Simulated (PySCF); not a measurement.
Gas-phase reaction: 3 Si(CH3)4 = c-Si3H6 + 3 C4H10 (n-butane)

Method: PySCF energies plus ideal-gas RRHO corrections (1 bar). † marks an energy on the PBE0/def2-TZVP geometry and frequencies; other levels use their own. 6-31G* has spherical d functions here. All species are closed-shell singlets. B3LYP is the form with VWN-RPA correlation. c-Si3H6: computed as isolated molecules; such fragments, hydroxides, amides, oligomers or adducts are transient or little studied in the gas.

HF/def2-TZVP† gives ΔH°(298 K) = 482 kJ.

Problem. What do PBE/def2-TZVP†, r2SCAN/def2-TZVP†, B3LYP/6-31G* give?

Solution. PBE/def2-TZVP†: 464 kJ; r2SCAN/def2-TZVP†: 521 kJ; B3LYP/6-31G*: 410 kJ. For scale, ΔH°(298 K) is 482 kJ at this level, 545 kJ at ωB97M-V/def2-TZVP†, and runs from 43 to 547 kJ over the 18 levels computed.
